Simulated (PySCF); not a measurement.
Gas-phase reaction: AlHCl₂ ⇌ AlH + 2 Cl

Energies from PySCF (xtb for GFN2), thermal terms from the rigid-rotor harmonic-oscillator model, ideal gas at 1 bar. † marks an energy on the PBE0/def2-TZVP geometry and frequencies; other levels use their own. CCSD(T) freezes the core. Open shells (unrestricted): Cl (multiplicity 2); the rest are closed-shell singlets. GFN2 has no spin-polarisation term. Spin-orbit splitting is ignored; it lowers the true energy and changes the entropy of Cl. AlHCl₂: computed as isolated molecules; such fragments, hydroxides, amides, oligomers or adducts are transient or little studied in the gas. CCSD(T) isn't extrapolated to the basis-set limit.

GFN2-xTB gives ΔH°(298 K) = 968 kJ.

### Question
What do PBE0/def2-QZVP†, CCSD(T)/def2-TZVPP†, PBE/def2-TZVP† give?

### Answer
PBE0/def2-QZVP†: 853 kJ; CCSD(T)/def2-TZVPP†: 827 kJ; PBE/def2-TZVP†: 853 kJ. For scale, ΔH°(298 K) is 968 kJ at this level, 856 kJ at ωB97M-V/def2-TZVP†, and runs from 673 to 968 kJ over the 20 levels computed († marks an energy on the PBE0/def2-TZVP geometry).
